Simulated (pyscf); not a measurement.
**Hydrogen abstraction: HO–SiH₂–OH (SMILES O[SiH2]O) + NH (SMILES [NH]) [triplet] → HO–SiH•–OH (SMILES O[SiH]O) + NH₂• (SMILES [NH2])**

Gas phase, triplet surface, charge 0. Bonds broken: Si1–H4. Bonds formed: H4–N8. Structures and frequencies: ωB97X-D3(BJ)/def2-SVP in PySCF.

Transition state (Å):

```xyz
9

Si    -0.1191     0.1802    -0.0529
O      1.0566    -0.9333     0.3416
O     -1.5785    -0.6079     0.0176
H     -0.3563     1.4028     1.0862
H      0.1662     0.7274    -1.4211
H      1.9722    -0.7144     0.1407
H     -1.6197    -1.4949    -0.3573
N     -0.9561     2.1031     2.0435
H     -1.7986     1.4915     2.1158
```

One imaginary mode, 1593i cm⁻¹; descent along it reached the two sides named.

```tsv
bond	change	reactant side (Å)	saddle	product side
Si1–H4	breaks	1.476	1.688	3.9
H4–N8	forms	4.0	1.329	1.035
```

Electronic energies relative to the separated reactants (kcal/mol):

| level | barrier | reaction energy | reverse barrier |
|---|---|---|---|
| ωB97X-D3(BJ)/def2-TZVP | 11.4 | +1.3 | 10.0 |
| PBE/def2-TZVP | 1.4 | -6.5 | 7.9 |
| r²SCAN/def2-TZVP | 5.5 | -3.5 | 9.0 |
| B3LYP-D3(BJ)/def2-TZVP | 8.0 | -1.1 | 9.1 |
| PBE0-D3(BJ)/def2-TZVP | 7.2 | -2.1 | 9.3 |
| M06-2X/def2-TZVP | 11.9 | +0.8 | 11.1 |
| ωB97M-D3(BJ)/def2-TZVP | 12.8 | +2.5 | 10.3 |
| HF/def2-TZVP | 33.4 | +15.8 | 17.6 |

With ωB97M-D3(BJ)/def2-TZVP energies and thermal terms (ideal gas, 1 atm, RRHO with modes under 100 cm⁻¹ raised to 100, one conformer, R ln 2 for chiral ones without a mode under 150 cm⁻¹), in kcal/mol:

| T (K) | ΔH‡ | ΔG‡ | ΔH | ΔG |
|---|---|---|---|---|
| 298 | 11.3 | 18.9 | +3.7 | +1.8 |
| 600 | 11.9 | 26.4 | +3.6 | -0.2 |
| 900 | 12.4 | 33.5 | +3.2 | -2.0 |
| 1200 | 13.0 | 40.4 | +2.8 | -3.7 |

HO–SiH•–OH + NH₂• also meet on a surface of lower spin, which isn't treated here. This is the saddle that the search found; another between the same sides may lie lower. The angle at the transferred H is 159°.
